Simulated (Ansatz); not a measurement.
# CHOSi: the cost of one run

Program: Ansatz 0.2.0, Gaussian basis. Level of theory: def2-QZVPP, core rule «outside noble gas», up to 7 orbitals frozen. These are calculated values, not measurements.

Plan: UHF; ROHF; CCSD(T) on UHF.

2 further runs of the same task are left out: 2 set aside as unsound or not needed.

## (1) What is computed

The geometry is a PBE0/def2-TZVP stationary point (not a proven minimum) of the parent state, kept for this charge and spin.

4 atoms, charge 0, spin multiplicity 4.

Atoms are counted from 1 here; the program's logs count them from 0.

Bond lengths: C1–O2 1.127 Å, Si3–H4 1.529 Å.

## (2) UHF

The input, in.yaml:

```yaml
crystal:
  periodic: [false, false, false]
  atoms:
    - {symbol: C, position_ang: [0.000000, -0.024020, 2.154831]}
    - {symbol: O, position_ang: [0.000000, 0.064782, 1.031260]}
    - {symbol: Si, position_ang: [0.000000, -0.078311, -1.463067]}
    - {symbol: H, position_ang: [0.000000, 1.439987, -1.279434]}
basis:
  gaussian: {orbitals: "def2-QZVPP.json"}
magnetization: {spin_polarized: true, initial_magnetization: 3}
hamiltonian: {xc: hf}
output: {orbitals: {seedname: orbitals}}
```

Command:

```bash
$ ansatz run in.yaml --threads 1 --pin off --events-out ev --progress --plain --max-ram 2393MiB
```

Q: Estimate wall time and peak memory on 1 thread of Arm Neoverse V2, shared host.

About 6.5 s, with a peak of 0.39 GiB.
